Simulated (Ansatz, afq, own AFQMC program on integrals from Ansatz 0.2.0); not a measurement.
## CH, doublet → CH⁺, triplet

```yaml
atoms:
  - { symbol: C, position_ang: [0.0000, 0.0000, 0.0000] }
  - { symbol: H, position_ang: [0.0000, 0.0000, 1.1225] }
```

E(triplet, charge +1) − E(doublet, charge +0) at this geometry, on ROHF and UHF determinants.

Basis cc-pVTZ. Noble-gas cores (and the filled d shells of Ga–Kr and In–Xe) are frozen. Integrals, coupled cluster, full CI and functionals: Ansatz 0.2.0; the random walks run on the same integrals in our own AFQMC program. ph-AFQMC/CISD is guided by a CISD state made of CCSD amplitudes; releasing the constraint for a short imaginary time cuts its bias at the price of noise, slowly where states lie close. ± is one standard error of the sampling. The errors of all members are added in quadrature.

Full CI on the same integrals is exact in this basis and with this determinant's frozen core.

Errors are counted within cc-pVTZ, not against nature.

Cautions: CH (doublet): a spin-contaminated unrestricted determinant lies lower (UHF 214 meV lower, ⟨S²⟩ 1.10), the released energies have errors that jump between times, so the bars are unsure, so no released level is given (meV from the phaseless value at times in 1/Eh: -1.7 ± 2.1 at 0.24, 151 ± 155 at 0.51, -3.4 ± 1.4 at 0.99, -6.4 ± 1.7 at 1.62, -4.9 ± 1.2 at 2.40), though the last usable value meets full CI within the noise; CH⁺ (triplet): lower spins were not checked; this needn't be the first ionization.

Reference (full CI): 11.714 eV.

```tsv
level	vertical ionization energy (eV)	error against FCI (eV)
HF	10.168	-1.546
MP2	11.443	-0.271
CCSD	11.654	-0.060
CCSD(T)	11.706	-0.008
CCSDT	11.712	-0.002
CCSDT(Q)	11.714	0.000
ph-AFQMC/CISD	11.711 ± 0.002	-0.003 ± 0.002
```

Correlation beyond CCSD(T) adds 0.008 eV. The perturbative (T) step is worth +0.052 eV.

CCSDT and higher add their correlation energy to the determinant of the CCSD(T) run, since their own runs factorise the integrals more tightly (a shift of under 2 meV). A walk keeps the symmetry of its determinant, which the program's search chose and which needn't be the lowest solution, so a lower state of the same spin and another symmetry isn't excluded.
